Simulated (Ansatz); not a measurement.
Compare A (`FC1=CCC=C1`) with its isomer B (`FC1=CC=CC1`).

Program: Ansatz. Geometries: PBE0-D4/def2-TZVP. ΔE: electronic, gas phase. CCSD(T)/CBS is the MP2 limit (def2-TZVPP, def2-QZVPP) plus CCSD(T) − MP2 in def2-TZVPP, frozen cores. Functionals use def2-TZVPP. B3LYP here is the variant with VWN-RPA as its local correlation; programs differ in this.

(1) Which is lower in electronic energy at CCSD(T)/CBS, and by how much? (An estimate is asked.)

(2) Give E(B) − E(A) in kcal/mol with B3LYP, B2PLYP, HF/def2-TZVPP, MP2/def2-TZVPP, ωB97M-V, r2SCAN-D4, CCSD/def2-TZVPP. (Estimate.)

Largest T1 diagnostic: 0.012.

## Answers

(1) Ansatz gave: A, by 1.1 kcal/mol.

(2) The calculation gave: B3LYP 1.1, B2PLYP 1.1, HF/def2-TZVPP 1.2, MP2/def2-TZVPP 1.2, ωB97M-V 1.0, r2SCAN-D4 1.2, CCSD/def2-TZVPP 1.0. None reverses the order clearly.
